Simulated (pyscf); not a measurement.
## 1,1-elimination: H₂B–OH (SMILES BO) -> B–OH (SMILES [B]O) [singlet] + H₂ (SMILES [H][H])

Gas phase, singlet surface, charge 0. Bonds broken: B1–H3, B1–H4. Bonds formed: H3–H4. Structures and frequencies: ωB97X-D3(BJ)/def2-SVP in PySCF.

Transition state (Å):

```xyz
5

B     -1.6499     0.0524    -0.0217
O     -0.9056     0.0739     1.0793
H     -1.1171    -1.3314    -0.7996
H     -1.8581    -0.6154    -1.0704
H     -0.2636    -0.6290     1.2225
```

One imaginary mode, 1510i cm⁻¹; descent along it reached the two sides named.

```tsv
bond	change	reactant side (Å)	saddle	product side
B1–H3	breaks	1.215	1.675	4.0
B1–H4	breaks	1.209	1.261	3.8
H3–H4	forms	2.125	1.065	0.761
```

Electronic energies relative to the reactant's lowest minimum found (kcal/mol):

```csv
level,barrier,reaction energy,reverse barrier
ωB97X-D3(BJ)/def2-TZVP,99.9,+63.0,36.9
PBE/def2-TZVP,89.7,+63.2,26.5
r²SCAN/def2-TZVP,93.5,+64.3,29.2
B3LYP-D3(BJ)/def2-TZVP,95.1,+62.2,33.0
PBE0-D3(BJ)/def2-TZVP,95.2,+65.3,29.9
M06-2X/def2-TZVP,99.9,+61.5,38.4
ωB97M-D3(BJ)/def2-TZVP,96.8,+59.8,37.0
HF/def2-TZVP,110.4,+59.0,51.5
```

With ωB97M-D3(BJ)/def2-TZVP energies and thermal terms (ideal gas, 1 atm, RRHO with modes under 100 cm⁻¹ raised to 100, one conformer, R ln 2 for chiral ones without a mode under 150 cm⁻¹), in kcal/mol:

| T (K) | ΔH‡ | ΔG‡ | ΔH | ΔG |
|---|---|---|---|---|
| 298 | 92.4 | 92.2 | +54.1 | +45.6 |
| 600 | 92.6 | 91.9 | +55.4 | +36.3 |
| 900 | 92.6 | 91.6 | +55.6 | +26.7 |
| 1200 | 92.5 | 91.2 | +55.4 | +17.1 |

The same reactants have a lower exit, to HB=O + H₂ (barrier +59.8 kcal/mol at ωB97M-D3(BJ)/def2-TZVP, against +96.8 kcal/mol here). B–OH [singlet] lies 44.5 kcal/mol over its isomer HB=O (electronic energy, ωB97M-D3(BJ)/def2-TZVP). One saddle was located; it need not be the lowest between these sides.
